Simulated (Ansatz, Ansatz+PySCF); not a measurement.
```yaml
atoms:
  - { symbol: Na, position_ang: [0.0000, 0.0000, -0.1452] }
  - { symbol: H, position_ang: [0.0000, 0.0000, 1.5968] }
```

RHF on singlet NaH was run in several spherical basis sets with Ansatz (development build ahead of 0.2.0).

Q: Rank the basis sets by the total energy that they give, lowest first, with the distance from the lowest.
A. STO-3G
B. def2-SVP
C. cc-pVTZ
D. cc-pVDZ
E. def2-TZVP
F. 6-31G
G. 6-31G(d)

A: C (0.00 eV), E (0.14 eV), D (0.19 eV), G (0.50 eV), F (0.54 eV), B (1.81 eV), A (56.44 eV).

Totals follow the description of the cores as much as that of the bonds, so this order isn't one of quality for chemistry.
